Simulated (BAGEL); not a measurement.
# HF/3-21G (density fitting with qzvpp-jkfit) run of C4H4N− (SMILES [C-]#CCC=N)

We compute the energy of C4H4N−. 

Program for the calculation: BAGEL 1.2.2.

4 further runs of the same task are left out: 2 that didn't finish, 2 set aside as unsound or not needed.

## (1) The molecule

The species is C4H4N− (9 atoms), meant as a singlet with charge -1. As SMILES, `[C-]#CCC=N`. The C3–H7 distance was set to 1.653 Å, away from the relaxed value. At this shape a bond of the SMILES string is far longer than usual.

Bond lengths: C1–C2 1.224 Å, C2–C3 1.506 Å, C3–C4 1.461 Å, C4–N5 1.283 Å, C3–H6 1.097 Å, C4–H8 1.107 Å, N5–H9 1.023 Å. Angles: C1–C2–C3 173.2°, C2–C3–C4 99.9°, C3–C4–N5 123.0°, C2–C3–H6 111.8°, C4–C3–H6 112.0°, C3–C4–H8 114.1°, N5–C4–H8 122.6°, C4–N5–H9 113.3°. A long bond or contact: C3–H7 1.653 Å.

## (2) The energy at HF/3-21G (density fitting with qzvpp-jkfit)

The input, hf.json:

```json
{ "bagel": [

{
  "title": "molecule",
  "basis": "3-21g",
  "df_basis": "qzvpp-jkfit",
  "angstrom": "true",
  "geometry": [
    { "atom": "C", "xyz": [      -1.192205,       2.443339,       0.685348 ] },
    { "atom": "C", "xyz": [      -0.465265,       1.487549,       0.446968 ] },
    { "atom": "C", "xyz": [       0.490435,       0.330549,       0.319838 ] },
    { "atom": "C", "xyz": [       0.020985,      -0.244991,      -0.938472 ] },
    { "atom": "N", "xyz": [       0.650925,      -0.106051,      -2.047822 ] },
    { "atom": "H", "xyz": [       1.532175,       0.667009,       0.254338 ] },
    { "atom": "H", "xyz": [       0.309690,      -0.698300,       1.600290 ] },
    { "atom": "H", "xyz": [      -0.978485,      -0.716161,      -0.874662 ] },
    { "atom": "H", "xyz": [       0.113695,      -0.419511,      -2.860162 ] }
  ]
},

{
  "title": "hf",
  "charge": -1
},

{
  "title": "print",
  "file": "orbitals.molden",
  "orbitals": "true"
}

]}
```

The run is started by

```bash
BAGEL_NUM_THREADS=1 BAGEL hf.json > hf.out
```

What values should one expect? Wanted: total energy; HOMO energy; LUMO energy; HOMO–LUMO gap.

Computed results:

Level: HF/3-21G (density fitting with qzvpp-jkfit).

| quantity | value |
| --- | --- |
| total energy | -206.84245 Eh |
| HOMO energy | -2.94 eV |
| LUMO energy | 7.90 eV |
| HOMO–LUMO gap (to an unbound level, set by the basis) | 10.83 eV |
